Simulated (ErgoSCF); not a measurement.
# CH4Al (SMILES [CH3][AlH]) at 6 levels

Wanted: a comparison of 6 runs (UHF/STO-3G, UHF/cc-pVDZ, UHF/def2-SVP, UB3LYP/6-31G*, UPBE/def2-SVP, UPBE0/def2-SVP) of CH4Al. 

Program for the calculation: ErgoSCF 3.8.

2 further runs of the same task are left out: 1 that didn't finish, 1 set aside as unsound or not needed.

**1. The structure to begin with**

CH4Al has 6 atoms, charge 0, and is taken as a doublet. SMILES: `[CH3][AlH]`. Geometry: a GFN2-xTB relaxation, a rough one for these elements and not checked as a minimum.

Bond lengths: C1–Al2 2.009 Å, C1–H3 1.096 Å, C1–H4 1.098 Å, C1–H5 1.097 Å, Al2–H6 1.593 Å. Angles: C1–Al2–H6 122.8°, Al2–C1–H3 113.1°, Al2–C1–H4 111.6°, Al2–C1–H5 111.9°, H3–C1–H4 106.6°, H3–C1–H5 106.7°, H4–C1–H5 106.5°.

**2. The energy at UHF/STO-3G (run 1)**

The input, input.ego:

```
# HF on CH4Al
set_nthreads(1)
molecule_inline Angstrom
C     -0.174190    -0.353860    -0.510060
Al     0.954250     0.777320     0.707540
H     -1.178100    -0.543370    -0.113100
H      0.282450    -1.335830    -0.688470
H     -0.307320     0.111590    -1.494390
H      0.422910     1.344150     2.098480
EOF
scf.max_number_of_iterations = 120
tmpdir = "."
basis = "STO-3G"
scf.use_diagonalization = 1
scf.output_mulliken_pop = 1
spin_polarization = 1
run "HF"
```

The basis set STO-3G is read from a file made from the Basis Set Exchange's data (not shown).

Command:

```console
ergo input.ego
```

The log of the run:

```text
[...]
INSC SCF_general constructor, number of basis functions: 18
[...]
INSC Energy   1 =       -222.37409056678
[...]
INDE E_LUMO =          0.29191999645
[...]
INSC Energy  18 =       -278.67384212038  ( diff     -0.000000000004434 )
[...]
RESC CONVERGED after  18 iterations.
RESC FINAL ENERGY:       -278.67384212038
RESC FINAL <S2> =          0.75542577634
[...]
INSC SCF: dipole_moment_x [atomic units] =       0.63260731
INSC SCF: dipole_moment_y [atomic units] =       0.22064620
INSC SCF: dipole_moment_z [atomic units] =      -0.05571667
[...]
```

It took 1.8 s on 1 thread of Arm Neoverse V1, shared host; peak memory 0.26 GiB.

**3. The energy at UHF/cc-pVDZ (run 2)**

The input, job.ego:

```
# CH4Al
set_nthreads(1)
molecule_inline
C     -0.32917139    -0.66869849    -0.96387371
Al     1.80327115     1.46892191     1.33705682
H     -2.22628635    -1.02682048    -0.21372802
H      0.53375314    -2.52435285    -1.30101975
H     -0.58075063     0.21087454    -2.82398782
H      0.79918408     2.54007537     3.96555248
EOF
charge = 0
tmpdir = "."
spin_polarization = 1
scf.use_diagonalization = 1
scf.output_mulliken_pop = 1
basis = "cc-pVDZ"
scf.max_number_of_iterations = 120
run "HF"
```

The basis set cc-pVDZ is read from a file made from the Basis Set Exchange's data (not shown).

Command:

```console
ergo < job.ego
```

The log of the run:

```text
[...]
INSC SCF_general constructor, number of basis functions: 52
[...]
INSC Energy   1 =        -97.10941904740
[...]
INDE E_LUMO =          0.05501057774
[...]
INSC Energy  17 =       -282.07246150925  ( diff     -0.000000000008811 )
[...]
RESC CONVERGED after  17 iterations.
RESC FINAL ENERGY:       -282.07246150925
RESC FINAL <S2> =          0.75349865729
[...]
INSC SCF: dipole_moment_x [atomic units] =      -0.01898435
INSC SCF: dipole_moment_y [atomic units] =      -0.10844363
INSC SCF: dipole_moment_z [atomic units] =      -0.17913150
[...]
```

It took 26 s on 1 thread of Arm Neoverse V1, shared host; peak memory 0.26 GiB.

**4. The energy at UHF/def2-SVP (run 3)**

The input, input.xyz:

```xyz
6
CH4Al
C     -0.174190    -0.353860    -0.510060
Al     0.954250     0.777320     0.707540
H     -1.178100    -0.543370    -0.113100
H      0.282450    -1.335830    -0.688470
H     -0.307320     0.111590    -1.494390
H      0.422910     1.344150     2.098480
```

The input, ergo.in:

```
set_nthreads("env")
basis = "def2-SVP"
spin_polarization = 1
scf.output_mulliken_pop = 1
scf.use_diagonalization = 1
tmpdir = "."
scf.max_number_of_iterations = 120
molecule "input.xyz"
run "HF"
```

The basis set def2-SVP is read from a file made from the Basis Set Exchange's data (not shown).

Command:

```console
ergo < ergo.in
```

The log of the run:

```text
[...]
INSC SCF_general constructor, number of basis functions: 52
[...]
INSC Energy   1 =        -99.69155160424
[...]
INDE E_LUMO =          0.05246253802
[...]
INSC Energy  17 =       -281.96519844201  ( diff     -0.000000000010516 )
[...]
RESC CONVERGED after  17 iterations.
RESC FINAL ENERGY:       -281.96519844201
RESC FINAL <S2> =          0.75284192732
[...]
INSC SCF: dipole_moment_x [atomic units] =       0.03892329
INSC SCF: dipole_moment_y [atomic units] =      -0.08358008
INSC SCF: dipole_moment_z [atomic units] =      -0.17588215
[...]
```

Wall time 10 s (1 thread of Arm Neoverse V1, shared host); peak memory 0.26 GiB.

Runs 4 to 5 aren't shown in full; the table further down has their settings and results.

**5. The energy at UPBE0/def2-SVP (run 6)**

The input, ergo.in:

```
# CH4Al
set_nthreads("env")
tmpdir = "."
scf.use_diagonalization = 1
scf.output_mulliken_pop = 1
XC.sparse_mode = 0
XC.radint = 1e-11
spin_polarization = 1
scf.max_number_of_iterations = 120
XC.angint = 41
basis = "def2-SVP"
molecule_inline Angstrom
C  -0.174190 -0.353860 -0.510060
Al 0.954250 0.777320 0.707540
H  -1.178100 -0.543370 -0.113100
H  0.282450 -1.335830 -0.688470
H  -0.307320 0.111590 -1.494390
H  0.422910 1.344150 2.098480
EOF
run "PBE0"
```

The basis set def2-SVP is read from a file made from the Basis Set Exchange's data (not shown).

Command:

```console
ergo ergo.in
```

The log of the run:

```text
[...]
INDF Weighted mixed functional:
[...]
INSC Energy   1 =       -104.24003557609
[...]
INDE E_LUMO =         -0.06664401443
[...]
INSC Energy  17 =       -282.61009318485  ( diff     -0.000000000010800 )
[...]
RESC CONVERGED after  17 iterations.
RESC FINAL ENERGY:       -282.61009318485
RESC FINAL <S2> =          0.75113118380
[...]
INSC SCF: dipole_moment_x [atomic units] =      -0.07008248
INSC SCF: dipole_moment_y [atomic units] =      -0.13290649
INSC SCF: dipole_moment_z [atomic units] =      -0.18604799
[...]
```

It took 16 s on 1 thread of Arm Neoverse V1, shared host; peak memory 0.26 GiB.

**6. The series**

```tsv
run	level	integration grid	radint	energy (Eh)	dipole moment (D)	⟨S²⟩	wall time
1	UHF/STO-3G	–	–	-278.673842	1.71	0.755	1.8 s
2	UHF/cc-pVDZ	–	–	-282.072462	0.53	0.753	26 s
3	UHF/def2-SVP	–	–	-281.965198	0.50	0.753	10 s
4	UB3LYP/6-31G* (spherical functions)	Turbo	1e-11	-282.891565	0.63	0.751	11 s
5	UPBE/def2-SVP	Turbo	1e-11	-282.574267	0.69	0.751	14 s
6	UPBE0/def2-SVP	Turbo	1e-11	-282.610093	0.61	0.751	16 s
```

**7. Outcome**

| quantity | value |
| --- | --- |
| run 6: total energy | -282.61009 Eh |
| run 6: dipole moment | 0.61 D |
| run 6: ⟨S²⟩ | 0.751 |

In words: The dipole moment (its size) runs from 0.50 D (UHF/def2-SVP) to 1.71 D (UHF/STO-3G). Totals of different functionals can't be ranked against each other. In run 1 the basis is minimal, so the values are rough. All runs together took 80 s, the longest 26 s.
